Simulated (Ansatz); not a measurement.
Calculated with Ansatz (gas phase, PBE0-D4/def2-TZVP geometries, no zero-point term in ΔE). CCSD(T)/CBS is the MP2 limit (def2-TZVPP, def2-QZVPP) plus CCSD(T) − MP2 in def2-TZVPP, frozen cores. This one scheme is used for every species. DFT in def2-TZVPP. Triplets are unrestricted, without spin–orbit coupling. Each species was taken in one conformer, which may not be the lowest.

Reaction (formal loss of a carbene): `COC(C)F` → `[CH2]` (triplet) + `CC(O)F`

**Question.** Is it downhill or uphill in electronic energy at CCSD(T)/CBS, and by how much? (Estimate.)

**Answer.** Computed: Uphill: ΔE = +94.0 kcal/mol.

**Question.** What do these levels give: r2SCAN0-D4, ωB97X-V, B2PLYP, MP2/def2-SVP, CCSD(T)/def2-SVP, SCS-MP2/def2-QZVPP? (Estimate.)

**Answer.** Computed: r2SCAN0-D4 87.9, ωB97X-V 97.7, B2PLYP 92.6, MP2/def2-SVP 92.6, CCSD(T)/def2-SVP 91.7, SCS-MP2/def2-QZVPP 96.5 kcal/mol.

Largest T1 diagnostic among the species: 0.011.

The D4 term adds +2.1 kcal/mol with B3LYP and +1.1 kcal/mol with PBE0; it sums over pairs of atoms, weighted by their polarisabilities, and B3LYP, whose exchange is more repulsive, gets the larger term. From BLYP to BHLYP (50 % exact exchange), in def2-TZVPP and without D4, ΔE moves by −1.6 kcal/mol.

B3LYP here is the variant with VWN-RPA as its local correlation; programs differ in this.
